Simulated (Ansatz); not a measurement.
# BH₄ (doublet): the correlation ladder at distance B1–H4 along a hydrogen transfer = 1.399 Å, 6-31G

How much of the correlation energy of BH₄ (doublet) does each wave-function method recover here?

Program: Ansatz 0.2.0, Gaussian basis. Level of theory: 6-31G, core rule «outside noble gas», up to 1 orbitals frozen. These are calculated values, not measurements.

Plan: UHF; CCSD(T) on ROHF; CCSD(T) on UHF; BCCD(T) on ROHF; CISD; CCSDT(Q) on ROHF; CCSDT(Q) on UHF; CISDTQ; CCSDTQ on ROHF; CCSDTQ on UHF; CASSCF and MRCISD+Q, 3 electrons in 3 orbitals; CASSCF and NEVPT2, 3 electrons in 3 orbitals; CASSCF and MRCISD+Q, 7 electrons in 8 orbitals; CASSCF and NEVPT2, 7 electrons in 8 orbitals; Full CI.

8 further runs of the same task are left out: 6 that didn't finish, 2 set aside as unsound or not needed.

### 1 The system

The geometry derives from fragments relaxed apart (PBE0/def2-TZVP) and kept rigid, so it is no stationary point. A hydrogen atom is moved between rigid fragments.

5 atoms, charge 0, spin multiplicity 2.

Atoms are counted from 1 here; the program's logs count them from 0.

Bond lengths: B1–H2 1.193 Å, B1–H3 1.193 Å, B1–H4 1.399 Å, H4–H5 0.827 Å. Angles: H2–B1–H3 120.0°, H2–B1–H4 120.0°, H3–B1–H4 120.0°, B1–H4–H5 180.0°.

### 2 UHF

in.yaml

```yaml
crystal:
  periodic: [false, false, false]
  atoms:
    - {symbol: B, position_ang: [-0.165120, 0.000000, 0.000000]}
    - {symbol: H, position_ang: [-0.761854, 1.033571, 0.000000]}
    - {symbol: H, position_ang: [-0.761854, -1.033571, 0.000000]}
    - {symbol: H, position_ang: [1.233880, 0.000000, 0.000000]}
    - {symbol: H, position_ang: [2.060880, 0.000000, 0.000000]}
basis:
  gaussian: {orbitals: 6-31G}
magnetization: {spin_polarized: true, initial_magnetization: 1}
hamiltonian: {xc: hf}
output: {orbitals: {seedname: orbitals}}
```

Started as:

```sh
$ ansatz run in.yaml --threads 1 --pin off --events-out ev --progress --plain --max-ram 2393MiB
```

Further steps of the session: CCSD(T) on ROHF; CCSD(T) on UHF; BCCD(T) on ROHF; CISD; CCSDT(Q) on ROHF; CCSDT(Q) on UHF; CISDTQ; CCSDTQ on ROHF; CCSDTQ on UHF; CASSCF and MRCISD+Q, 3 electrons in 3 orbitals; CASSCF and NEVPT2, 3 electrons in 3 orbitals; CASSCF and MRCISD+Q, 7 electrons in 8 orbitals; CASSCF and NEVPT2, 7 electrons in 8 orbitals; Full CI.

Before running them: what should the planned runs give, taken together? Wanted: FCI below the RHF energy; RMP2 from FCI; UMP2 from FCI; RCCSD from FCI; RCCSD(T) from FCI; UCCSD(T) from FCI; RCCSDT(Q) from FCI; UCCSDT(Q) from FCI; NEVPT2 pair from FCI.

As calculated:

```
                         quantity                                                                                                                                                       value
         FCI below the RHF energy                                                                                                                                                  -2.4239 eV
                    RMP2 from FCI                                                                                                                                                  +608.9 meV
                    UMP2 from FCI                                                                                                                                                  +611.3 meV
                   RCCSD from FCI                                                                                                                                                   +40.1 meV
                RCCSD(T) from FCI                                                                                                                                                   +10.9 meV
                UCCSD(T) from FCI                                                                                                                                                   +11.3 meV
               RCCSDT(Q) from FCI                                                                                                                                                    +0.2 meV
               UCCSDT(Q) from FCI                                                                                                                                                    +0.2 meV
             NEVPT2 pair from FCI                                                                                                                                                  +473.6 meV
           MRCISD+Q pair from FCI                                                                                                                                                    +4.4 meV
          NEVPT2 valence from FCI                                                                                                                                                  +213.8 meV
levels within 1 kcal/mol (43 meV)  RCCSD, UCCSD, RCCSD(T), UCCSD(T), BCCD(T), RCCSDT, UCCSDT, CISDTQ, RCCSDT(Q), UCCSDT(Q), RCCSDTQ, UCCSDTQ, MRCISD+Q pair, MRCISD valence, MRCISD+Q valence
                    T1 diagnostic                                                                                                                                                       0.019
   effectively unpaired electrons                                                                                                                                                        1.02
```

What this shows: RCCSD(T) misses by +10.9 meV, 0.4 % of the correlation energy. One determinant dominates. Of the multireference levels listed MRCISD+Q pair comes nearest in total energy (+4.4 meV), which doesn't show that its space is the better one. These misses are within one basis, not against nature; the frozen cores of restricted and unrestricted runs differ, which can shift their rows.
